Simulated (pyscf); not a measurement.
Structures and frequencies: ωB97X-D3(BJ)/def2-SVP in PySCF.

Q: For H₃C–CH₃ (SMILES CC) + CH₃• (SMILES [CH3]) → •H₂C–CH₃ (SMILES [CH2]C) + CH₄ (SMILES C), a hydrogen abstraction (doublet surface; C–H broken, C–H formed), PBE/def2-TZVP gives ΔE‡ = 8.1 kcal/mol and ΔE = -5.2 kcal/mol (zero: the separated reactants). In which direction and how far do PBE0-D3(BJ)/def2-TZVP, M06-2X/def2-TZVP, ωB97M-D3(BJ)/def2-TZVP move these?

A: PBE0-D3(BJ): ΔE‡ = 11.0 kcal/mol, ΔE = -4.5 kcal/mol; M06-2X: ΔE‡ = 14.5 kcal/mol, ΔE = -4.1 kcal/mol; ωB97M-D3(BJ): ΔE‡ = 14.7 kcal/mol, ΔE = -4.1 kcal/mol. PBE's barrier lies under all of them, by 2.9 to 6.6 kcal/mol. Its reaction energy lies under all of them, by 0.8 to 1.2 kcal/mol. Low barriers are usual for a GGA, whose delocalisation error favours stretched bonds. One saddle was located; it need not be the lowest between these sides. The angle at the transferred H is 177°.
